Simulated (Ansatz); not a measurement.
**SiHCl₂−: single points off equilibrium**

The task here is to estimate one member of a computed series from the others.

Program: Ansatz 0.2.0, Gaussian basis. Level of theory: single points in def2-TZVPPD. These are calculated values, not measurements.

Correlated methods freeze the cores.

## The starting structure

4 atoms, charge -1, spin multiplicity 1.

Atoms are counted from 1 here; the program's logs count them from 0.

Bond lengths: Cl1–Si2 2.178 Å, Si2–Cl3 2.220 Å, Si2–H4 1.494 Å. Angles: Cl1–Si2–Cl3 101.4°, Cl1–Si2–H4 94.5°, Cl3–Si2–H4 92.6°.

As a file:

```xyz
4
Cl2HSi
Cl   -1.6221    0.2597    0.9214
Si    0.2670   -0.6423    0.3200
Cl    0.2837   -0.2124   -1.8582
H     1.0804    0.5700    0.6356
```

The first run:

Input file run/in.yaml:

```yaml
crystal:
  periodic: [false, false, false]
  atoms:
    - {symbol: Cl, position_ang: [-1.622100, 0.259700, 0.921400]}
    - {symbol: Si, position_ang: [0.267000, -0.642300, 0.320000]}
    - {symbol: Cl, position_ang: [0.283700, -0.212400, -1.858200]}
    - {symbol: H, position_ang: [1.080400, 0.570000, 0.635600]}
basis:
  gaussian: {orbitals: "def2-TZVPPD.json"}
total_charge: -1
correlation: {method: ccsd_t}
output: {forces: true}
```

The basis file named in the input lies beside it (Basis Set Exchange, JSON).

The command line of these runs was not kept.

Steps of the session up to this table: CCSD(T)/def2-TZVPPD; PBE0-D4/def2-TZVPPD; wB97M-V/def2-TZVPPD; r2SCAN-D4/def2-TZVPPD; PBE-D4/def2-TZVPPD; BLYP-D4/def2-TZVPPD; BHLYP-D4/def2-TZVPPD.

One table of the session follows, with a row left open; its other results are not shown here.

```
   method  RMS force component (eV/Å)  angle to CCSD(T) forces (°)
  CCSD(T)                       0.297                    reference
  PBE0-D4                       0.309                         14.6
  wB97M-V                           ?                            ?
r2SCAN-D4                       0.322                          9.4
   PBE-D4                       0.424                         10.4
  BLYP-D4                       0.492                         16.0
 BHLYP-D4                       0.240                          7.1
```

**Question.** Estimate the row for wB97M-V.

**Answer.** RMS force component (eV/Å): 0.304; angle to CCSD(T) forces (°): 3.1. In the column «RMS force component (eV/Å)» it lies between CCSD(T) (0.297) and PBE0-D4 (0.309).
